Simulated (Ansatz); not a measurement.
Molecule: CHO, net charge 0, doublet state. It need not be the lowest isomer of its formula. 
Coordinates optimised at B3LYP-D3(BJ)/def2-TZVP (Ansatz, a first-principles code):
SMILES: [CH]=O
```xyz
3

C      0.0497     0.5837    -0.0011
O      0.0741    -0.5878    -0.0009
H     -0.8911     1.2003     0.0145
```
Charge 0, spin multiplicity 2.

Basis-set convergence of Hartree-Fock and CCSD(T) correlation energies (hartree) with Ansatz. Valence correlation only, unless marked. UHF or UKS for open shells. No spin-orbit coupling. No relativistic terms.

```tsv
basis	functions	E(HF)	E(corr, CCSD(T))
aug-cc-pVDZ	55	-113.26732	-0.33183
aug-cc-pVTZ	115	-113.29486	-0.39744
aug-cc-pVQZ	206	-113.30233	-0.41862
```

Extrapolating the two largest sets (X = 3 and 4) as X^-3: E(corr) = (64·(-0.41862) - 27·(-0.39744))/37 = -0.4341 Eh, an estimate of the basis-set limit. The largest set recovers 96.4 % of it, the smallest 76.4 %.
